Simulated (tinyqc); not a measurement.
Ways to converge the cycle: SCF convergence aids in the sto-3g basis, for H3O+, spin multiplicity 1. Computed by the program tinyqc with PySCF. RHF with one setting changed at a time; a run stops when the energy changes by less than 1e-09 hartree and the error matrix is below 1e-5. The start is the Wolfsberg-Helmholz matrix. Damping d keeps d of the old density; a shift (hartree) raises the virtual levels; DIIS n extrapolates F over n matrices.

Geometry (angstrom):

| atom | x | y | z |
|---|---|---|---|
| O | 0.0000 | 0.0000 | 0.3630 |
| H | 1.0110 | 0.0000 | 0.0000 |
| H | -0.5060 | 0.8760 | 0.0000 |
| H | -0.5060 | -0.8760 | 0.0000 |

lowest restricted solution found by these runs and by PySCF = -75.311408 hartree

Largest element of the error matrix X^T (FDS - SDF) X:

| iteration | plain | damping 0.3 | damping 0.6 | shift 0.4 | DIIS 3 | DIIS 8 |
|---|---|---|---|---|---|---|
| 1 | 4.3e-01 | 4.3e-01 | 4.3e-01 | 4.3e-01 | 4.3e-01 | 4.3e-01 |
| 2 | 1.2e-01 | 1.5e-01 | 2.8e-01 | 1.3e-01 | 1.2e-01 | 1.2e-01 |
| 3 | 2.1e-02 | 7.1e-02 | 1.7e-01 | 6.0e-02 | 2.0e-02 | 2.0e-02 |
| 4 | 9.0e-03 | 3.7e-02 | 1.1e-01 | 2.7e-02 | 5.4e-03 | 5.4e-03 |
| 5 | 3.2e-03 | 1.9e-02 | 6.8e-02 | 1.3e-02 | 1.7e-03 | 1.5e-03 |
| 6 | 1.3e-03 | 9.6e-03 | 5.0e-02 | 7.2e-03 | 5.3e-04 | 2.2e-05 |
| 8 | 2.5e-04 | 2.7e-03 | 2.7e-02 | 2.4e-03 | 1.3e-05 | 6.6e-08 |
| 10 | 5.0e-05 | 9.3e-04 | 1.4e-02 | 8.6e-04 | - | - |
| 14 | - | 1.2e-04 | 3.8e-03 | 1.2e-04 | - | - |
| 20 | - | 6.3e-06 | 6.7e-04 | 6.7e-06 | - | - |
| 30 | - | - | 4.9e-05 | - | - | - |

How each run ends:

| run | iterations | E (hartree) | state |
|---|---|---|---|
| plain | 13 | -75.31141 | lowest found |
| damping 0.3 | 20 | -75.31141 | lowest found |
| damping 0.6 | 40 | -75.31141 | lowest found |
| shift 0.4 | 20 | -75.31141 | lowest found |
| DIIS 3 | 9 | -75.31141 | lowest found |
| DIIS 8 | 8 | -75.31141 | lowest found |

What does the comparison show, and why?

6 of 6 runs reach the lowest restricted solution found, in 8 to 40 iterations (fastest: DIIS 8). Plain steps already contract here, so damping only slows them. DIIS 3 and DIIS 8 gain by cancelling the error over several earlier matrices, much as a quasi-Newton step does.
